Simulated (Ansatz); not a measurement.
# SiH3Cl: geometry and frequencies at several levels

The task here is to estimate one member of a computed series from the others.

Computed with Ansatz 0.2.0 (the levels named in each step, unless a step's input says otherwise).

### The system as given

Bond lengths: Si1–Cl2 2.010 Å, Si1–H3 1.458 Å, Si1–H4 1.460 Å, Si1–H5 1.458 Å. Angles: Cl2–Si1–H3 108.2°, Cl2–Si1–H4 108.1°, Cl2–Si1–H5 108.2°, H3–Si1–H4 110.8°, H3–Si1–H5 110.7°, H4–Si1–H5 110.8°.

Coordinates:

```xyz
5

Si   -1.0482   -0.0466   -0.0363
Cl    0.9585    0.0425    0.0332
H    -1.4253   -1.0429   -1.0313
H    -1.5471    1.2733   -0.4097
H    -1.5328   -0.4279    1.2846
```

The first run:

Contents of input.yaml:

```yaml
crystal:
  periodic: [false, false, false]
  atoms:
    - { symbol: Si, position_ang: [-1.04701395, -0.04588209, -0.03635299] }
    - { symbol: Cl, position_ang: [1.00331375, 0.04379882, 0.03494482] }
    - { symbol: H, position_ang: [-1.43932432, -1.05563365, -1.04529607] }
    - { symbol: H, position_ang: [-1.56378622, 1.2887688, -0.41467617] }
    - { symbol: H, position_ang: [-1.54819927, -0.43246187, 1.30187041] }
basis:
  gaussian: { orbitals: def2-TZVPP }
hamiltonian:
  xc: pbe0
  dispersion: d4
phonons: {}
```

The run is started by

```sh
ansatz run input.yaml --threads 2 --pin off --max-ram 5120MiB --backend cpu --events-out ev --progress --plain --runs-dir out
```

Steps of the session up to this table: Frequencies, PBE0-D4/def2-TZVPP; Relaxation, PBE-D4/def2-TZVPP; Frequencies, PBE-D4/def2-TZVPP; Relaxation, r2SCAN-D4/def2-TZVPP; Frequencies, r2SCAN-D4/def2-TZVPP; Relaxation, B3LYP-D4/def2-TZVPP; Frequencies, B3LYP-D4/def2-TZVPP; Relaxation, B2PLYP/def2-TZVPP.

One table of the session follows, with a row left open; its other results are not shown here.

It belongs to the step «Geometries side by side». 

| level | Si1–Cl2 (Å) | dipole (D) | highest frequency (cm⁻¹) |
| --- | --- | --- | --- |
| PBE0-D4/def2-TZVPP | 2.0535 | 1.26 | 2257 |
| PBE-D4/def2-TZVPP | 2.0679 | 1.21 | 2193 |
| r2SCAN-D4/def2-TZVPP | 2.0554 | 1.22 | 2253 |
| B3LYP-D4/def2-TZVPP | ? | ? | ? |
| B2PLYP/def2-TZVPP | 2.0603 | 1.31 | - |

**Question.** Estimate the row for B3LYP-D4/def2-TZVPP.

As computed: Si1–Cl2 (Å): 2.0666; dipole (D): 1.32; highest frequency (cm⁻¹): 2259. In the column «Si1–Cl2 (Å)» it lies between B2PLYP/def2-TZVPP (2.0603) and PBE-D4/def2-TZVPP (2.0679).
